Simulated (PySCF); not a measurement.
Dissociation curve of CH₅N, SMILES CN. The C1–H7 bond (C1 also carries H, H, N; H7 carries nothing else) is pulled apart rigidly from the PBE0/def2-TZVP optimised geometry.

- CASSCF(2,2)/def2-TZVP (PySCF)
- RKS-B3LYP/6-31G* = restricted B3LYP/6-31G*, spherical d in PySCF
- UHF/6-31G* = unrestricted Hartree-Fock/6-31G*, spherical d (PySCF 2.14.0)
- UKS-PBE = PySCF with unrestricted PBE/def2-TZVP

Energies are in mEh, each relative to the lowest point of its own curve near equilibrium.

```tsv
R / Å	CASSCF(2,2)	RKS-B3LYP/6-31G*	UHF/6-31G*	UKS-PBE
0.87	50.8	49.9	47.9	49.2
0.94	21.2	20.3	18.6	20.3
0.97	13.2	12.4	10.9	12.6
1.02	4.6	4.0	[?]	4.3
1.06	[?]	[?]	0.4	0.9
1.09	0.0	0.0	0.0	0.0
1.13	[?]	0.6	1.3	[?]
1.15	1.0	1.6	2.6	1.2
1.21	5.1	6.3	8.4	5.6
1.25	9.0	10.7	13.7	9.7
1.35	21.6	24.6	29.7	22.7
1.47	39.3	44.1	[?]	41.1
1.62	62.0	69.3	81.0	65.0
1.82	89.4	101.0	110.5	94.7
1.98	107.7	123.7	123.0	115.6
2.20	127.0	150.6	132.2	139.9
2.39	138.6	170.0	136.2	154.0
2.70	150.0	195.2	139.1	165.4
2.95	154.6	210.7	140.1	169.3
3.28	157.4	226.2	140.7	171.6
```

Problem. Complete the blanks.

Solution. 
- 1.02, UHF/6-31G*: 3.1
- 1.06, CASSCF(2,2): 1.1
- 1.06, RKS-B3LYP/6-31G*: 0.8
- 1.13, CASSCF(2,2): 0.2
- 1.13, UKS-PBE: 0.4
- 1.47, UHF/6-31G*: 52.0

The restricted form behind RKS-B3LYP/6-31G* keeps the bonding electrons paired and can't separate into open-shell fragments. The unrestricted determinant behind UHF/6-31G* is spin-contaminated at 1.82 to 3.28 Å (<S²> up to 1.0, against 0.00 for a pure singlet). The unrestricted determinant behind UKS-PBE is spin-contaminated at 2.39 to 3.28 Å (<S²> up to 1.0, against 0.00 for a pure singlet).
